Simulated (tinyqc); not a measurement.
Worked calculation (part 1 of 2): CIS and TDHF on RHF in the sto-3g basis, for H2O, spin multiplicity 1. Computed by tinyqc, a small Python program that keeps every step (integrals from PySCF). Settings: charge = 0, multiplicity = 1, basis = sto-3g, method = RHF, energy threshold = 1e-10, iteration cap = 62, orthogonalisation = symmetric, start = Wolfsberg-Helmholz matrix, DIIS depth = 6, TDHF = 1. Command: `OMP_NUM_THREADS=1 python tinyqc.py 21905 21906 out.jsonl` (the two numbers bound the seeds that draw the settings). One thread of a shared host (Intel(R) Xeon(R) Processor @ 2.60GHz), about 0.1 s of CPU time with the checks. The early iterations of the SCF are left out here.

## One-electron integrals

Geometry (angstrom):
```
atom         x          y         z
O     0.000000   0.000000  0.000000
H     0.000000   0.854000  0.699000
H     0.000000  -0.854000  0.699000
```

Basis sto-3g: exponents (1/bohr^2) and contraction coefficients of normalised primitives:
```
element  l (shell)    exponent  coefficient
O            s (1)  130.709320     0.154329
O            s (1)   23.808861     0.535328
O            s (1)    6.443608     0.444635
O            s (2)    5.033151    -0.099967
O            s (2)    1.169596     0.399513
O            s (2)    0.380389     0.700115
O            p (3)    5.033151     0.155916
O            p (3)    1.169596     0.607684
O            p (3)    0.380389     0.391957
H            s (1)    3.425251     0.154329
H            s (1)    0.623914     0.535328
H            s (1)    0.168855     0.444635
```

Overlap, kinetic and nuclear-attraction integrals over the contracted functions; the nuclear repulsion is the sum of Za Zb / Rab.

nuclear repulsion = 7.98188765 hartree

overlap S, lower triangle:
```
           1O 1s     1O 2s    1O 2px     1O 2py    1O 2pz     2H 1s     3H 1s
1O 1s   1.000000
1O 2s   0.236704  1.000000
1O 2px  0.000000  0.000000  1.000000
1O 2py  0.000000  0.000000  0.000000   1.000000
1O 2pz  0.000000  0.000000  0.000000   0.000000  1.000000
2H 1s   0.038079  0.384047  0.000000   0.262545  0.214893  1.000000
3H 1s   0.038079  0.384047  0.000000  -0.262545  0.214893  0.188986  1.000000
```

kinetic energy T (hartree), lower triangle:
```
            1O 1s     1O 2s    1O 2px     1O 2py    1O 2pz      2H 1s     3H 1s
1O 1s   29.003200
1O 2s   -0.168011  0.808128
1O 2px   0.000000  0.000000  2.528731
1O 2py   0.000000  0.000000  0.000000   2.528731
1O 2pz   0.000000  0.000000  0.000000   0.000000  2.528731
2H 1s   -0.008473  0.069311  0.000000   0.142797  0.116880   0.760032
3H 1s   -0.008473  0.069311  0.000000  -0.142797  0.116880  -0.002977  0.760032
```

nuclear attraction V (hartree), lower triangle:
```
             1O 1s       1O 2s     1O 2px     1O 2py     1O 2pz      2H 1s      3H 1s
1O 1s   -61.577463
1O 2s    -7.410080  -10.006076
1O 2px    0.000000    0.000000  -9.873373
1O 2py    0.000000    0.000000   0.000000  -9.980192
1O 2pz   -0.014794   -0.180919   0.000000   0.000000  -9.944936
2H 1s    -1.220997   -2.959007   0.000000  -1.779616  -1.506863  -5.293570
3H 1s    -1.220997   -2.959007   0.000000   1.779616  -1.506863  -1.101875  -5.293570
```

core Hamiltonian H = T + V (hartree), lower triangle:
```
             1O 1s      1O 2s     1O 2px     1O 2py     1O 2pz      2H 1s      3H 1s
1O 1s   -32.574263
1O 2s    -7.578091  -9.197948
1O 2px    0.000000   0.000000  -7.344642
1O 2py    0.000000   0.000000   0.000000  -7.451461
1O 2pz   -0.014794  -0.180919   0.000000   0.000000  -7.416205
2H 1s    -1.229470  -2.889696   0.000000  -1.636819  -1.389983  -4.533538
3H 1s    -1.229470  -2.889696   0.000000   1.636819  -1.389983  -1.104852  -4.533538
```

## Two-electron integrals

Functions are numbered as in S; the eight-fold symmetry (ij|kl) = (ji|kl) = (kl|ij) leaves the list below.

Two-electron integrals (ij|kl) in chemists' order, unique and non-zero (hartree):
```
(11|11) 4.785065    (21|11) 0.741380    (21|21) 0.136873    (22|11) 1.118947
(22|21) 0.256633    (22|22) 0.817206    (31|31) 0.024477    (32|31) 0.037809
(32|32) 0.180518    (33|11) 1.115814    (33|21) 0.256684    (33|22) 0.817023
(33|33) 0.880159    (41|41) 0.024477    (42|41) 0.037809    (42|42) 0.180518
(43|43) 0.047444    (44|11) 1.115814    (44|21) 0.256684    (44|22) 0.817023
(44|33) 0.785270    (44|44) 0.880159    (51|51) 0.024477    (52|51) 0.037809
(52|52) 0.180518    (53|53) 0.047444    (54|54) 0.047444    (55|11) 1.115814
(55|21) 0.256684    (55|22) 0.817023    (55|33) 0.785270    (55|44) 0.785270
(55|55) 0.880159    (61|11) 0.120740    (61|21) 0.022118    (61|22) 0.041257
(61|33) 0.041176    (61|41) 0.000786    (61|42) 0.001479    (61|44) 0.041325
(61|51) 0.000643    (61|52) 0.001210    (61|54) 0.000122    (61|55) 0.041276
(61|61) 0.003620    (62|11) 0.311292    (62|21) 0.072368    (62|22) 0.257283
(62|33) 0.252778    (62|41) 0.004212    (62|42) 0.032981    (62|44) 0.260721
(62|51) 0.003447    (62|52) 0.026995    (62|54) 0.006501    (62|55) 0.258099
(62|61) 0.011940    (62|62) 0.102623    (63|31) 0.007356    (63|32) 0.043603
(63|43) 0.006745    (63|53) 0.005521    (63|63) 0.014176    (64|11) 0.179264
(64|21) 0.042192    (64|22) 0.160144    (64|33) 0.152978    (64|41) 0.009497
(64|42) 0.062901    (64|44) 0.171153    (64|51) 0.001753    (64|52) 0.015796
(64|54) 0.009355    (64|55) 0.156117    (64|61) 0.007250    (64|62) 0.077626
(64|64) 0.072216    (65|11) 0.146727    (65|21) 0.034535    (65|22) 0.131078
(65|33) 0.125213    (65|41) 0.001753    (65|42) 0.015796    (65|44) 0.129047
(65|51) 0.008790    (65|52) 0.056531    (65|54) 0.009883    (65|55) 0.138823
(65|61) 0.005934    (65|62) 0.063537    (65|64) 0.047506    (65|65) 0.053059
(66|11) 0.469336    (66|21) 0.110867    (66|22) 0.453511    (66|33) 0.435670
(66|41) 0.007930    (66|42) 0.086944    (66|44) 0.467381    (66|51) 0.006491
(66|52) 0.071164    (66|54) 0.025956    (66|55) 0.456915    (66|61) 0.018427
(66|62) 0.233799    (66|64) 0.201804    (66|65) 0.165177    (66|66) 0.774606
(71|11) 0.120740    (71|21) 0.022118    (71|22) 0.041257    (71|33) 0.041176
(71|41) -0.000786   (71|42) -0.001479   (71|44) 0.041325    (71|51) 0.000643
(71|52) 0.001210    (71|54) -0.000122   (71|55) 0.041276    (71|61) 0.003566
(71|62) 0.011575    (71|64) 0.006457    (71|65) 0.005759    (71|66) 0.017711
(71|71) 0.003620    (72|11) 0.311292    (72|21) 0.072368    (72|22) 0.257283
(72|33) 0.252778    (72|41) -0.004212   (72|42) -0.032981   (72|44) 0.260721
(72|51) 0.003447    (72|52) 0.026995    (72|54) -0.006501   (72|55) 0.258099
(72|61) 0.011575    (72|62) 0.082325    (72|64) 0.043183    (72|65) 0.049551
(72|66) 0.152274    (72|71) 0.011940    (72|72) 0.102623    (73|31) 0.007356
(73|32) 0.043603    (73|43) -0.006745   (73|53) 0.005521    (73|63) 0.010974
(73|73) 0.014176    (74|11) -0.179264   (74|21) -0.042192   (74|22) -0.160144
(74|33) -0.152978   (74|41) 0.009497    (74|42) 0.062901    (74|44) -0.171153
(74|51) -0.001753   (74|52) -0.015796   (74|54) 0.009355    (74|55) -0.156117
(74|61) -0.006457   (74|62) -0.043183   (74|64) -0.012153   (74|65) -0.025468
(74|66) -0.072291   (74|71) -0.007250   (74|72) -0.077626   (74|74) 0.072216
(75|11) 0.146727    (75|21) 0.034535    (75|22) 0.131078    (75|33) 0.125213
(75|41) -0.001753   (75|42) -0.015796   (75|44) 0.129047    (75|51) 0.008790
(75|52) 0.056531    (75|54) -0.009883   (75|55) 0.138823    (75|61) 0.005759
(75|62) 0.049551    (75|64) 0.025468    (75|65) 0.040357    (75|66) 0.100019
(75|71) 0.005934    (75|72) 0.063537    (75|74) -0.047506   (75|75) 0.053059
(76|11) 0.108885    (76|21) 0.025565    (76|22) 0.099237    (76|33) 0.096815
(76|44) 0.098696    (76|51) 0.001868    (76|52) 0.017678    (76|55) 0.102092
(76|61) 0.004177    (76|62) 0.039722    (76|64) 0.026089    (76|65) 0.027658
(76|66) 0.095646    (76|71) 0.004177    (76|72) 0.039722    (76|74) -0.026089
(76|75) 0.027658    (76|76) 0.019407    (77|11) 0.469336    (77|21) 0.110867
(77|22) 0.453511    (77|33) 0.435670    (77|41) -0.007930   (77|42) -0.086944
(77|44) 0.467381    (77|51) 0.006491    (77|52) 0.071164    (77|54) -0.025956
(77|55) 0.456915    (77|61) 0.017711    (77|62) 0.152274    (77|64) 0.072291
(77|65) 0.100019    (77|66) 0.306818    (77|71) 0.018427    (77|72) 0.233799
(77|74) -0.201804   (77|75) 0.165177    (77|76) 0.095646    (77|77) 0.774606
```

## Orthogonalisation

S = U s U^T; symmetric (Loewdin) form X = U s^(-1/2) U^T, so that X^T S X = 1.

eigenvalues of S: 0.436366  0.522377  0.883727  1.000000  1.103111  1.288636  1.765783

X, lower triangle:
```
            1O 1s      1O 2s    1O 2px     1O 2py     1O 2pz      2H 1s     3H 1s
1O 1s    1.023613
1O 2s   -0.136649   1.155574
1O 2px   0.000000   0.000000  1.000000
1O 2py   0.000000   0.000000  0.000000   1.070265
1O 2pz  -0.007601   0.073085  0.000000   0.000000   1.039966
2H 1s    0.018863  -0.219900  0.000000  -0.172232  -0.120702   1.128663
3H 1s    0.018863  -0.219900  0.000000   0.172232  -0.120702  -0.065580  1.128663
```

## Iteration 8 (converged): orbitals

converged F (hartree), lower triangle:
```
             1O 1s      1O 2s     1O 2px     1O 2py     1O 2pz      2H 1s      3H 1s
1O 1s   -20.258357
1O 2s    -5.164366  -2.412022
1O 2px    0.000000   0.000000  -0.389376
1O 2py    0.000000   0.000000   0.000000  -0.232223
1O 2pz   -0.025396  -0.075115   0.000000   0.000000  -0.274791
2H 1s    -0.846306  -0.797326   0.000000  -0.352025  -0.331247  -0.416626
3H 1s    -0.846306  -0.797326   0.000000   0.352025  -0.331247  -0.259079  -0.416626
```

Diagonalise F' = X^T F X, C = X C', fill 5 alpha and 5 beta electrons from the bottom; D = 2 C_occ C_occ^T. Each column has its largest component positive (the first on a tie).

F' = X^T F X (hartree), lower triangle:
```
            1          2          3          4          5          6          7
1  -19.883882
2   -2.684727  -1.317178
3    0.000000   0.000000  -0.389376
4    0.000000   0.000000   0.000000  -0.015790
5   -0.053809   0.103038   0.000000   0.000000  -0.144867
6   -0.094807  -0.400962   0.000000  -0.395616  -0.305016  -0.021269
7   -0.094807  -0.400962   0.000000   0.395616  -0.305016  -0.072423  -0.021269
```

orbital energies (hartree): MO1 -20.266626, MO2 -1.210754, MO3 -0.542804, MO4 -0.441794, MO5 -0.389376, MO6 0.479554, MO7 0.578168

coefficients C:
```
              MO1        MO2        MO3        MO4       MO5        MO6        MO7
1O 1s    0.994447  -0.239242   0.000000   0.094510  0.000000  -0.110151   0.000000
1O 2s    0.024021   0.886787   0.000000  -0.483010  0.000000   0.660160   0.000000
1O 2px   0.000000   0.000000   0.000000   0.000000  1.000000   0.000000   0.000000
1O 2py   0.000000   0.000000   0.612052   0.000000  0.000000   0.000000   0.911147
1O 2pz   0.003183   0.086428   0.000000   0.739261  0.000000   0.749720   0.000000
2H 1s   -0.004545   0.143238   0.453647   0.332911  0.000000  -0.704972  -0.732787
3H 1s   -0.004545   0.143238  -0.453647   0.332911  0.000000  -0.704972   0.732787
```

D after iteration 8, lower triangle:
```
            1O 1s      1O 2s    1O 2px     1O 2py    1O 2pz      2H 1s     3H 1s
1O 1s    2.110185
1O 2s   -0.467837   2.040533
1O 2px   0.000000   0.000000  2.000000
1O 2py   0.000000   0.000000  0.000000   0.749214
1O 2pz   0.104712  -0.560701  0.000000   0.000000  1.107975
2H 1s   -0.014649  -0.067775  0.000000   0.555310  0.516948   0.674326
3H 1s   -0.014649  -0.067775  0.000000  -0.555310  0.516948  -0.148855  0.674326
```

## Convergence

Stop when the energy changes by less than 1e-10 hartree and every element of the error matrix X^T (F D S - S D F) X is below 3e-06.

Course of the cycle:
```
iteration   E (hartree)     change  largest element of the error matrix
1          -74.49307247          -                             4.76e-01
2          -74.92206564  -4.29e-01                             1.22e-01
3          -74.93985933  -1.78e-02                             3.58e-02
4          -74.94174762  -1.89e-03                             6.74e-03
5          -74.94184848  -1.01e-04                             2.10e-03
6          -74.94186320  -1.47e-05                             2.26e-05
7          -74.94186320  -1.32e-09                             4.66e-08
8          -74.94186320  -1.42e-14                             9.02e-10
```

PySCF RHF in the same basis = -74.94186320 hartree

Converged in 8 iterations.

## Integrals over molecular orbitals

(pq|rs) = sum C_ip C_jq C_kr C_ls (ij|kl), one index at a time.

one-electron integrals over orbitals h = C^T H C (hartree), lower triangle:
```
            1          2          3          4          5          6          7
1  -32.557674
2    0.568091  -7.564539
3    0.000000   0.000000  -6.020470
4   -0.211742   0.527147   0.000000  -6.585074
5    0.000000   0.000000   0.000000   0.000000  -7.344642
6    0.252423  -1.214173   0.000000  -1.319523   0.000000  -5.315117
7    0.000000   0.000000  -1.760762   0.000000   0.000000   0.000000  -5.496903
```

Two-electron integrals over orbitals (pq|rs), unique and non-zero (hartree):
```
(11|11) 4.746737    (21|11) -0.428418   (21|21) 0.061129    (22|11) 1.019552
(22|21) -0.015146   (22|22) 0.724232    (31|31) 0.010726    (32|31) 0.016933
(32|32) 0.130806    (33|11) 0.765273    (33|21) -0.004720   (33|22) 0.617240
(33|33) 0.595578    (41|11) 0.167736    (41|21) -0.022040   (41|22) 0.012683
(41|33) 0.005646    (41|41) 0.024281    (42|11) -0.148568   (42|21) 0.008188
(42|22) -0.023069   (42|33) 0.004040    (42|41) 0.018117    (42|42) 0.129521
(43|31) -0.002676   (43|32) 0.027134    (43|43) 0.055720    (44|11) 0.933024
(44|21) -0.011307   (44|22) 0.659619    (44|33) 0.566910    (44|41) -0.008691
(44|42) -0.093612   (44|44) 0.702020    (51|51) 0.025966    (52|51) 0.033188
(52|52) 0.150122    (53|53) 0.026582    (54|51) -0.012106   (54|52) -0.044681
(54|54) 0.048700    (55|11) 1.115357    (55|21) -0.012118   (55|22) 0.754155
(55|33) 0.603538    (55|41) 0.004723    (55|42) -0.080498   (55|44) 0.690189
(55|55) 0.880159    (61|11) -0.197138   (61|21) 0.030028    (61|22) -0.001776
(61|33) 0.000686    (61|41) 0.002852    (61|42) 0.020918    (61|44) -0.015903
(61|55) -0.005336   (61|61) 0.026230    (62|11) 0.267155    (62|21) -0.006020
(62|22) 0.131925    (62|33) 0.067416    (62|41) 0.018475    (62|42) 0.031643
(62|44) 0.062564    (62|55) 0.141415    (62|61) 0.010306    (62|62) 0.095449
(63|31) 0.002727    (63|32) -0.035597   (63|43) -0.037112   (63|63) 0.073197
(64|11) 0.270172    (64|21) -0.003580   (64|22) 0.126106    (64|33) 0.049198
(64|41) 0.000850    (64|42) -0.050725   (64|44) 0.132217    (64|55) 0.149562
(64|61) -0.002139   (64|62) 0.059212    (64|64) 0.098032    (65|51) 0.013070
(65|52) 0.051146    (65|54) 0.005387    (65|65) 0.034579    (66|11) 0.787340
(66|21) -0.007492   (66|22) 0.596624    (66|33) 0.550966    (66|41) 0.017905
(66|42) 0.047356    (66|44) 0.545707    (66|55) 0.580443    (66|61) 0.008969
(66|62) 0.093424    (66|64) 0.053586    (66|66) 0.584079    (71|31) 0.014346
(71|32) 0.021587    (71|43) -0.003643   (71|63) 0.003125    (71|71) 0.019219
(72|31) 0.014753    (72|32) 0.053584    (72|43) -0.031267   (72|63) 0.030377
(72|71) 0.018874    (72|72) 0.067595    (73|11) 0.369726    (73|21) -0.007020
(73|22) 0.162260    (73|33) 0.088800    (73|41) -0.000303   (73|42) -0.079111
(73|44) 0.141244    (73|55) 0.201873    (73|61) -0.005813   (73|62) 0.068160
(73|64) 0.101790    (73|66) 0.044759    (73|73) 0.160524    (74|31) -0.008377
(74|32) -0.073377   (74|43) -0.013540   (74|63) 0.053951    (74|71) -0.011207
(74|72) -0.016820   (74|74) 0.071856    (75|53) 0.023855    (75|75) 0.024812
(76|31) 0.007552    (76|32) 0.085401    (76|43) 0.061747    (76|63) -0.064680
(76|71) 0.009854    (76|72) -0.005251   (76|74) -0.060821   (76|76) 0.111501
(77|11) 0.834349    (77|21) -0.008778   (77|22) 0.607351    (77|33) 0.582888
(77|41) 0.003800    (77|42) -0.017320   (77|44) 0.577674    (77|55) 0.607277
(77|61) -0.003546   (77|62) 0.060837    (77|64) 0.050180    (77|66) 0.550806
(77|73) 0.093111    (77|77) 0.594865
```

## CIS matrix, singlets

A(ia,jb) = (e_a - e_i) d_ij d_ab + 2 (ia|jb) - (ij|ab).

CIS matrix A, singlet (hartree), lower triangle:
```
           1>6        1>7       2>6        2>7       3>6       3>7       4>6       4>7
1>6  20.011299
1>7   0.000000  20.048882
2>6   0.028104   0.000000  1.284583
2>7   0.000000   0.046526  0.000000   1.316762
3>6   0.000000  -0.001302  0.000000  -0.024647  0.617785
3>7  -0.019178   0.000000  0.050920   0.000000  0.000000  0.859131
4>6  -0.022183   0.000000  0.071069   0.000000  0.000000  0.141833  0.571705
4>7   0.000000  -0.026214  0.000000  -0.016319  0.046156  0.000000  0.000000  0.586001
5>6   0.000000   0.000000  0.000000   0.000000  0.000000  0.000000  0.000000  0.000000
5>7   0.000000   0.000000  0.000000   0.000000  0.000000  0.000000  0.000000  0.000000

          5>6       5>7
5>6  0.357645
5>7  0.000000  0.409892
```

## CIS singlet states

dipole integrals <i|r|a> (bohr):
```
            x          y          z
1>6  0.000000   0.000000   0.045749
1>7  0.000000   0.054335   0.000000
2>6  0.000000   0.000000  -0.052521
2>7  0.000000  -0.072169   0.000000
3>6  0.000000  -0.892053   0.000000
3>7  0.000000   0.000000  -0.722704
4>6  0.000000   0.000000  -0.622024
4>7  0.000000  -0.784036   0.000000
5>6  0.068509   0.000000   0.000000
5>7  0.000000   0.000000   0.000000
```

Diagonalise A (1 hartree = 27.211386 eV); each vector has its largest component positive (the first on a tie). The transition dipole is mu = sqrt2 sum c_ia <i|r|a>.

singlet excitation energies (eV): 9.732016  11.153729  13.895680  15.049377  17.670796  24.574597  35.417691  35.863309  544.537541  545.561975

lowest vectors:
```
      state 1   state 2    state 3    state 4   state 5    state 6
1>6  0.000000  0.000000   0.000781   0.000000  0.000000   0.001606
1>7  0.000000  0.000000   0.000000   0.001059  0.000733   0.000000
2>6  0.000000  0.000000  -0.060957   0.000000  0.000000  -0.188080
2>7  0.000000  0.000000   0.000000  -0.001419  0.044172   0.000000
3>6  0.000000  0.000000   0.000000  -0.580911  0.813136   0.000000
3>7  0.000000  0.000000  -0.368590   0.000000  0.000000   0.916913
4>6  0.000000  0.000000   0.927591   0.000000  0.000000   0.351985
4>7  0.000000  0.000000   0.000000   0.813965  0.580395   0.000000
5>6  1.000000  0.000000   0.000000   0.000000  0.000000   0.000000
5>7  0.000000  1.000000   0.000000   0.000000  0.000000   0.000000
```

oscillator strengths 2/3 w |mu|^2: 0.002238  0.000000  0.064325  0.010586  1.212898  0.914867

## TDHF (RPA) singlet states

B(ia,jb) = 2 (ia|jb) - (ib|ja); the squared energies are the eigenvalues of (A - B)(A + B); 1 hartree = 27.211386 eV.

TDHF matrix B, singlet (hartree), lower triangle:
```
           1>6        1>7       2>6        2>7       3>6       3>7       4>6       4>7
1>6   0.026230
1>7   0.000000   0.019219
2>6   0.010306   0.000000  0.095449
2>7   0.000000   0.018874  0.000000   0.067595
3>6   0.000000   0.012063  0.000000  -0.007407  0.073197
3>7  -0.014751   0.000000  0.105944   0.000000  0.000000  0.160524
4>6  -0.002139   0.000000  0.059212   0.000000  0.000000  0.149628  0.098032
4>7   0.000000  -0.011207  0.000000  -0.016820  0.006113  0.000000  0.000000  0.071856
5>6   0.000000   0.000000  0.000000   0.000000  0.000000  0.000000  0.000000  0.000000
5>7   0.000000   0.000000  0.000000   0.000000  0.000000  0.000000  0.000000  0.000000

          5>6       5>7
5>6  0.034579
5>7  0.000000  0.024812
```

squared energies w^2 (hartree^2): 0.126714  0.167396  0.255512  0.301376  0.415581  0.746895  1.649307  1.731738  400.454226  401.962132

TDHF energies from the positive w^2 (eV): 9.686421  11.133274  13.754867  14.938420  17.541971  23.516921  34.946313  35.808964  544.536641  545.560900

## CIS matrix, triplets

A(ia,jb) = (e_a - e_i) d_ij d_ab - (ij|ab).

CIS matrix A, triplet (hartree), lower triangle:
```
           1>6        1>7        2>6        2>7        3>6        3>7       4>6       4>7
1>6  19.958840
1>7   0.000000  20.010444
2>6   0.007492   0.000000   1.093684
2>7   0.000000   0.008778   0.000000   1.181571
3>6   0.000000  -0.007552   0.000000  -0.085401   0.471391
3>7  -0.007552   0.000000  -0.085401   0.000000   0.000000   0.538084
4>6  -0.017905   0.000000  -0.047356   0.000000   0.000000  -0.061747  0.375640
4>7   0.000000  -0.003800   0.000000   0.017320  -0.061747   0.000000  0.000000  0.442288
5>6   0.000000   0.000000   0.000000   0.000000   0.000000   0.000000  0.000000  0.000000
5>7   0.000000   0.000000   0.000000   0.000000   0.000000   0.000000  0.000000  0.000000

          5>6       5>7
5>6  0.288486
5>7  0.000000  0.360267
```
